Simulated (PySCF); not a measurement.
# SiO2 (silicon dioxide molecule): revPBE/cc-pVTZ

What is the vertical ionisation energy of SiO2 (silicon dioxide molecule) at revPBE/cc-pVTZ? 

The results are computed with PySCF 2.14.0.

4 further runs of the same task are left out: 4 set aside as unsound or not needed.

## 1. The structure to begin with

The species is SiO2 (3 atoms), meant as a singlet with charge 0. SMILES: `O=[Si]=O`. The shape is that of a GFN2-xTB optimisation.

Bond lengths: O1–Si2 1.491 Å, Si2–O3 1.491 Å. Angles: O1–Si2–O3 179.9°.

## 2. The energy at revPBE/cc-pVTZ

calc.py

```python
from pyscf import gto, dft

system = gto.M(
    atom='''
O      1.306235     2.300345     0.970828
Si    -0.001380     0.000831    -0.000302
O     -1.304875    -2.301195    -0.970526
''',
    unit='bohr',
    max_memory=1860,
    spin=0,
    verbose=3,
    basis='cc-pvtz',
)

mf = dft.RKS(system)
mf.xc = 'revpbe'
mf.grids.level = 5
mf.conv_tol = 1e-10
mf.kernel()
if not mf.converged:
    mf = mf.newton().run(mf.mo_coeff, mf.mo_occ)

e_tot = mf.e_tot
print('Final energy', e_tot)
```

On the command line:

```sh
$ OMP_NUM_THREADS=1 python calc.py
```

Standard output:

```text
converged SCF energy = -439.911723594604
Final energy -439.91172359460404
```

Run time: 8.7 s. Hardware: 1 thread of Arm Neoverse V2, shared host; peak memory 0.45 GiB.

## 3. The doublet cation

run.py

```python
from pyscf import gto, dft

molecule = gto.M(
    atom='O 0.691230 1.217290 0.513740; Si -0.000730 0.000440 -0.000160; O -0.690510 -1.217740 -0.513580',
    spin=1,
    verbose=3,
    charge=1,
    basis='cc-pvtz',
    max_memory=1860,
)

mf = dft.UKS(molecule, xc='revpbe')
mf.grids.level = 5
mf.conv_tol = 1e-10
mf.kernel()
if not mf.converged:
    mf = mf.newton().run(mf.mo_coeff, mf.mo_occ)

energy = mf.e_tot
print('E = %.10f Eh' % energy)
```

On the command line:

```sh
$ OMP_NUM_THREADS=1 python run.py
```

Standard output:

```text
WARN: HOMO -0.431501360991138 >= LUMO -0.431501360991137

converged SCF energy = -439.464052760144  <S^2> = 0.76364002  2S+1 = 2.0135938
E = -439.4640527601 Eh
```

Wall time 16 s (1 thread of Arm Neoverse V2, shared host); peak memory 0.46 GiB.

## 4. What came out

Level: revPBE/cc-pVTZ.

| quantity | value |
| --- | --- |
| singlet SiO2: total energy | -439.91172 Eh |
| singlet SiO2: dipole moment | 0.01 D |
| singlet SiO2: HOMO energy | -8.22 eV |
| singlet SiO2: LUMO energy | -4.04 eV |
| singlet SiO2: HOMO–LUMO gap | 4.19 eV |
| doublet cation: total energy | -439.46405 Eh |
| doublet cation: HOMO energy (highest over α and β) | -16.50 eV |
| doublet cation: LUMO energy (lowest over α and β) | -16.16 eV |
| doublet cation: ⟨S²⟩ | 0.764 |
| vertical ionisation energy (to the doublet cation) | 12.182 eV |

In words: The vertical ionisation energy comes to 12.18 eV (281 kcal/mol). −ε(HOMO) before ionisation, 8.22 eV, is 3.96 eV below this ionisation energy. Mulliken charges (singlet SiO2) run from -0.33 on O1 to +0.66 on Si2. Mulliken charges (doublet cation) run from +0.01 on O1 to +0.98 on Si2; they depend strongly on the basis.
